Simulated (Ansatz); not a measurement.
All numbers were calculated with Ansatz.

A structure relaxed at PBE0-D4/def2-TZVP, charge 0, multiplicity 1:

```csv
atom,x (Å),y (Å),z (Å)
C1,1.102,0.217,1.654
C2,0.392,-0.085,0.738
C3,-0.474,-0.464,-0.368
C4,-0.538,0.551,-1.416
N5,-0.601,1.338,-2.250
H6,1.734,0.490,2.466
H7,-1.491,-0.648,-0.006
H8,-0.125,-1.400,-0.818
```

Question: Give its formula and SMILES.

Answer: C4H3N, `C#CCC#N`.

Question: Point group (tolerance 0.08 Å, 0.16 Å for H)?

Answer: Cs.

Question: Summarise the bond lengths by kind.

Answer: 3 × C–C 1.197 to 1.460 Å; 3 × C–H 1.065 to 1.095 Å; 1 × C–N 1.148 Å.
